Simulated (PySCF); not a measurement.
These are B3LYP-D3(BJ)/def2-TZVP // B3LYP-D3(BJ)/def2-SVP in PySCF values and carry that method's errors. Gas-phase values, no solvent. B3LYP has the VWN-RPA correlation part, as in Gaussian. 

Reference species (SMILES): `N` (neutral, multiplicity 1).

```yaml
dipole_moment: 1.78 D
```

Changed species: `CO` (free base CH3OH; the reference has free base NH3).

### Question
What does the change do to the dipole moment?

### Answer
the dipole moment falls by 0.11 D, to 1.67 D.
